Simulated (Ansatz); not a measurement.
System: trigonal Se. Method: PBEsol (Ansatz, a program for electronic structure, plane waves, PAW).

Run with plane-wave cutoff 520 eV, 12×12×8 k mesh (along the axes of the cell as run), Fermi–Dirac smearing 0.01 eV, scalar-relativistic PAW data made under PBE.

Cell (relaxed at this level):

Se is taken in the trigonal space group P3₁21 (No. 152), Pearson symbol hP3. Conventional cell: a = 4.038 Å, b = 4.038 Å, c = 5.121 Å, α = 90.00°, β = 90.00°, γ = 120.00°. Se on 3a is surrounded by 2 Se at 2.437 Å (bent). (Neighbours: up to the widest gap in distance over summed covalent radii, below 1.35, at either atom.)

### Question
Predict the bulk modulus B0, band gap, smallest direct gap on the k points sampled and Γ–Γ gap.

### Answer

bulk modulus B0: 22.6 GPa
band gap: 0.39 eV (indirect)
smallest direct gap on the k points sampled: 0.45 eV
Γ–Γ gap: 1.99 eV

Note: the cell comes from a level without a dispersion term, which matters for the spacing of layers, chains or molecules; the bulk modulus comes from volumes at which shape and atoms were relaxed.

Spin–orbit coupling is not included.

The computed numbers hold no vibrational or temperature effects.

It cost very roughly 8 core-minutes of CPU time.
